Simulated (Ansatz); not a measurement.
# Relaxing Pd

Level of theory: DFT PBEsol, scalar-relativistic, plane waves, PAW in Ansatz 0.2.0. Cutoff 420 eV, Γ-centred k mesh, Gaussian smearing, no spin polarisation in the final step.

The start puts Pd on the diamond structure type (Fd-3m, No. 227), at a guessed volume.

```
Pd
1.0
     0.00000    2.57976    2.57976
     2.57976    0.00000    2.57976
     2.57976    2.57976    0.00000
Pd
2
Direct
  0.50000 0.50000 0.50000
  0.75000 0.75000 0.75000
```

Cell and atoms relax at zero pressure; the relaxation can't lower the symmetry of the start. After a coarse first stage the cell is made exact in the group found at 0.06 Å.

Energies count from the standard state of Pd at the same level.

Describe the relaxed structure.

It keeps Fd-3m (No. 227). The result has the diamond structure. Conventional cell: a = 5.685 Å. Pd has 4 Pd at 2.46 Å.

```
Pd
1.0
     0.00000    2.84228    2.84228
     2.84228    0.00000    2.84228
     2.84228    2.84228    0.00000
Pd
2
Direct
  0.50000 0.50000 0.50000
  0.75000 0.75000 0.75000
```

What are its volume, energy, density and gap?

The volume per atom is 22.96 Å³. The density is 7.70 g/cm³ and the energy over the standard structure is 1.36 eV/atom. The gap on the 16×16×16 mesh is 0 eV (a metal).

The final run used a 16×16×16 mesh on its 2-atom cell and 0.10 eV smearing. The k mesh leaves about 4 meV/atom of noise in metals. Symmetry constrained the relaxation, so the result can be a saddle point. The steps took roughly 16 core-seconds in all.

This diamond-type form isn't the element's structure at ambient conditions.